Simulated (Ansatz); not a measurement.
## Worked example: correlation energy of CO⁺, quartet

Geometry: that of the CO, triplet, kept fixed. The doublet lies 5.7 eV lower here.

```
atom   x (Å)   y (Å)   z (Å)
   O  0.0000  0.0000  0.0000
   C  0.0000  0.0000  1.1955
```

Basis 6-31G; Ansatz 0.2.0. Only valence electrons are correlated (noble-gas cores frozen), which leaves 9 electrons in 16 orbitals. Prefix R: restricted or restricted open-shell reference; prefix U: unrestricted.

Full CI is exact within this basis and frozen core; it isn't the basis-set limit. The frozen core follows each run's orbitals, which can shift R against U totals by a few meV.

The determinant fills πx and πy unequally, so it is a mixture of Σ and Δ, which weighs on every level built on one determinant.

Runs differ by some tens of microhartree through their thresholds and, for an open shell, their frozen cores, so the step to full CI, which has another core, is uncertain by up to 0.1 kcal/mol.

| level | total energy (hartree) |
| --- | --- |
| UHF | -112.033563 |
| UMP2 | -112.149394 |
| UCCSD* | -112.174790 |
| UCCSD(T)* | -112.185326 |
| UCCSDT* | -112.195023 |
| UCCSDT(Q)* | -112.196005 |
| UCCSDTQ* | -112.195394 |
| full CI | -112.195446 |

Question: What is the correlation energy at full CI, and what share of it do UMP2 and UCCSD(T) recover?

Answer: E(corr) = -112.195446 − (-112.033563) = -0.161883 hartree = -4.405 eV. UMP2: -0.115831 / -0.161883 = 71.55 %. UCCSD(T): -0.151763 / -0.161883 = 93.75 %.

Question: By how many kcal/mol does UCCSD(T) miss full CI (1 hartree = 627.509 kcal/mol), and which steps make up the rest?

Answer: -112.185326 − (-112.195446) = 0.010120 hartree = 6.35 kcal/mol. Steps: UCCSDT − UCCSD(T) = -6.08, UCCSDT(Q) − UCCSDT = -0.62, UCCSDTQ − UCCSDT(Q) = 0.38, full CI − UCCSDTQ = -0.03 kcal/mol. With more than one leading determinant such errors change with state and geometry, and needn't cancel in differences.

An asterisk marks runs whose energy the program itself flagged as in doubt.
